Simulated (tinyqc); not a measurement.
Worked calculation: Pariser-Parr-Pople SCF with singles CI, for the molecule c1ccoc1 (SMILES; centres numbered as the heavy atoms are written). One step of it, computed by the program tinyqc.

Problem. Iteration 2: Fock matrix. F_rr = H_rr + P_rr gamma_rr / 2 + sum_(s != r) P_ss gamma_rs; F_rs = H_rs - P_rs gamma_rs / 2; E = tr P (H + F) / 2 + core repulsion sum_(r<s) z_r z_s gamma_rs.

P after iteration 1:
```
,1C,2C,3C,4O,5C
1C,1.087604,0.628596,-0.129702,-0.260628,0.708243
2C,0.628596,1.087601,0.708261,-0.260568,-0.129731
3C,-0.129702,0.708261,1.173982,0.548658,-0.366970
4O,-0.260628,-0.260568,0.548658,1.476748,0.548653
5C,0.708243,-0.129731,-0.366970,0.548653,1.174064
```

core matrix H (eV):
```
,1C,2C,3C,4O,5C
1C,-41.113045,-2.390000,0.000000,0.000000,-2.390000
2C,-2.390000,-41.111244,-2.390000,0.000000,0.000000
3C,0.000000,-2.390000,-44.453269,-2.190000,0.000000
4O,0.000000,0.000000,-2.190000,-58.901847,-2.190000
5C,-2.390000,0.000000,0.000000,-2.190000,-44.452461
```

repulsion gamma_rs (eV):
```
,1C,2C,3C,4O,5C
1C,9.630000,7.028893,5.305758,5.804751,7.028893
2C,7.028893,9.630000,7.030541,5.803933,5.303944
3C,5.305758,7.030541,9.630000,8.335918,5.305134
4O,5.804751,5.803933,8.335918,18.830000,8.337245
5C,7.028893,5.303944,5.305134,8.337245,9.630000
```

Centres (angstrom, eV; a flat drawing with bonds scaled to 1.40 angstrom):
```
centre,x,y,core charge z,W,gamma_rr
1C,1.191000,0.000000,1,10.140000,9.630000
2C,0.368000,1.133000,1,10.140000,9.630000
3C,-0.963000,0.700000,1,10.140000,9.630000
4O,-0.963000,-0.700000,2,30.620000,18.830000
5C,0.368000,-1.133000,1,10.140000,9.630000
```

Give: F; pi energy.

Solution.

F (eV):
```
,1C,2C,3C,4O,5C
1C,-5.1782,-4.5992,0.3441,0.7564,-4.8791
2C,-4.5992,-5.1779,-4.8797,0.7562,0.3440
3C,0.3441,-4.8797,-6.8449,-4.4768,0.9734
4O,0.7564,0.7562,-4.4768,-12.7979,-4.4771
5C,-4.8791,0.3440,0.9734,-4.4771,-6.8460
```

pi energy = -92.7921 eV
